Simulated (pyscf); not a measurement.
Thermochemistry of product channels of H₃Si–O–PH₂ on the singlet surface, in kcal/mol, from ωB97M-D3(BJ)/def2-TZVP energies (ideal gas, 1 atm, RRHO with modes under 100 cm⁻¹ raised to 100, one conformer, R ln 2 for chiral ones without a mode under 150 cm⁻¹). Single points on ωB97X-D3(BJ)/def2-SVP structures (PySCF, gas phase).

```json
[
 {"products": "PH₃ + silanone (O=SiH₂)", "ΔE": "(withheld)", "ΔH(298 K)": "+40.8", "ΔG(298 K)": "+31.0", "ΔG(1200 K)": "(withheld)"},
 {"products": "cyclic H₃OPSi (SMILES O1[SiH2]P1) + hydrogen (H₂)", "ΔE": "+40.4", "ΔH(298 K)": "+36.9", "ΔG(298 K)": "+29.4", "ΔG(1200 K)": "+5.5"},
 {"products": "HO–SiH₂–PH₂", "ΔE": "-5.7", "ΔH(298 K)": "-4.7", "ΔG(298 K)": "-4.8", "ΔG(1200 K)": "-6.2"},
 {"products": "HO–PH–SiH₃", "ΔE": "+21.5", "ΔH(298 K)": "+22.3", "ΔG(298 K)": "+21.9", "ΔG(1200 K)": "(withheld)"},
 {"products": ":HSi–O–PH₂ [singlet] + hydrogen (H₂)", "ΔE": "+48.0", "ΔH(298 K)": "+44.4", "ΔG(298 K)": "+35.9", "ΔG(1200 K)": "+8.8"}
]
```

**Question.** Some entries are withheld; supply them.

**Answer.** 
- PH₃ + silanone (O=SiH₂), ΔE: +42.9
- PH₃ + silanone (O=SiH₂), ΔG(1200 K): +2.9
- HO–PH–SiH₃, ΔG(1200 K): +19.6

These are energies of the channels, which say nothing of barriers. cyclic H₃OPSi (SMILES O1[SiH2]P1) lies 8.7 kcal/mol over its isomer HO–SiH=PH (electronic energy, ωB97M-D3(BJ)/def2-TZVP). :HSi–O–PH₂ [singlet] lies 16.3 kcal/mol over its isomer HO–SiH=PH (electronic energy, ωB97M-D3(BJ)/def2-TZVP).
